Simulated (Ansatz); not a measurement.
A made-up structure of C2H4N (charge -1), closed shell:

```
7
angstrom
C -1.0791 -0.1508 -0.7396
N -0.3670 -0.3150 0.5385
C 1.0157 0.0963 0.8326
H -2.2287 -0.5408 -0.8399
H -0.5572 0.3715 -1.7284
H 1.7387 0.6423 -0.0052
H 1.4776 -0.1036 1.9418
```

It is relaxed with PBE-D4/def2-SVPD and then PBE0-D4/def2-TZVPD (Ansatz 0.2.0). Atoms count as bonded within 1.22 times the sum of their covalent radii (H–H: 0.88 Å). The end point is not checked to be a true minimum.

Does its bonding change? (A judgement: the text doesn't fix the answer.)

The calculation gives: No: no bond forms or breaks.

Where it ends: The first stage lowers the energy by 1.61 eV in 6 steps. It ends as C₂H₄N ([CH2][N][CH2]), total charge -1:
C1  (-0.964, -0.135, -0.660)
N2  (-0.328, -0.281, 0.481)
C3  (0.907, 0.086, 0.743)
H4  (-1.990, -0.483, -0.750)
H5  (-0.498, 0.332, -1.543)
H6  (1.552, 0.573, -0.005)
H7  (1.319, -0.092, 1.734)
(Å)

The highest PBE0 orbital of the anion lies well above zero, so the extra electron may be unbound in the gas phase.

Labels in which every atom is bracketed show which atoms are joined, not bond orders.

For scale, one of the runs: PBE0-D4/def2-TZVPD relaxation, 147 basis functions, launched by `ansatz run in.yaml --threads 2 --pin off --events-out ev --progress --plain --max-ram 4352MiB`. Hardware: 2 CPU threads of an Arm Neoverse V2, shared host. Wall time about 9 s.
